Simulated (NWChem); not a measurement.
# Correlation energy of hydrogen sulfide (H₂S)

```
S
H 1 1.3608
H 1 1.3608 2 91.41
```
Charge 0, spin multiplicity 1.

The numbers come from NWChem runs, not from measurements. All single points use one geometry, from PBE/def2-SVP, a minimum by its harmonic frequencies.

Basis set: 6-31G*. Each correlation energy counts from its own Hartree-Fock reference.

The correlated methods keep 5 core orbitals frozen. The Pople sets run with spherical d functions. Coupled-cluster values serve here as a point of comparison, not as the truth.

Problem. One of these methods gave a correlation energy of -145.9 mHa. Which?
(A) CR-CCSD(T)
(B) MP2
(C) CCSD
(D) SCS-MP2

Solution. A, CR-CCSD(T). The others give -143.4 (CCSD), -120.8 (MP2), -123.5 (SCS-MP2).
